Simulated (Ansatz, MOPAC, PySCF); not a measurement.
Noncovalent pair: CH5N (SMILES CN) (first 7 atoms) with H2O (SMILES O); geometry from S66by8 set.
(charge 0, multiplicity 1):
```json
[
 {"atom": "N", "x (Å)": "-0.8044", "y (Å)": "-0.6922", "z (Å)": "-0.3572"},
 {"atom": "H", "x (Å)": "-0.9001", "y (Å)": "-1.6610", "z (Å)": "-0.0814"},
 {"atom": "H", "x (Å)": "-1.3935", "y (Å)": "-0.5788", "z (Å)": "-1.1720"},
 {"atom": "C", "x (Å)": "-1.2878", "y (Å)": "0.1759", "z (Å)": "0.7231"},
 {"atom": "H", "x (Å)": "-1.1837", "y (Å)": "1.2129", "z (Å)": "0.4153"},
 {"atom": "H", "x (Å)": "-2.3256", "y (Å)": "0.0025", "z (Å)": "1.0143"},
 {"atom": "H", "x (Å)": "-0.6559", "y (Å)": "0.0362", "z (Å)": "1.5964"},
 {"atom": "O", "x (Å)": "1.8580", "y (Å)": "0.5185", "z (Å)": "-0.2535"},
 {"atom": "H", "x (Å)": "1.0405", "y (Å)": "0.0222", "z (Å)": "-0.4266"},
 {"atom": "H", "x (Å)": "2.4399", "y (Å)": "0.2600", "z (Å)": "-0.9692"}
]
```

Counterpoise-corrected where a basis set is named; no monomer relaxation. Rows marked so take none.

Rows in 6-31G* carry no dispersion term and start afresh at each structure (6-31G* with six Cartesian d functions). MP2/6-31G* freezes PySCF's default core. The state that PM7 reach isn't checked; PM7 holds dispersion and hydrogen-bond terms.

Programs: Ansatz (Gaussian orbitals); MOPAC for PM7 (differences of heats of formation); PySCF for 6-31G* rows, the dispersion terms. 

Task: One of these levels gives -8.86 kcal/mol for the interaction energy. Name it.
A) PM7
B) PBE-D4/def2-TZVPPD
C) MP2/6-31G* (no counterpoise)

Result: C, MP2/6-31G* (no counterpoise). The others give -6.63 (PM7), -7.91 (PBE-D4/def2-TZVPPD)

Ansatz is a quantum-chemistry and plane-wave program.
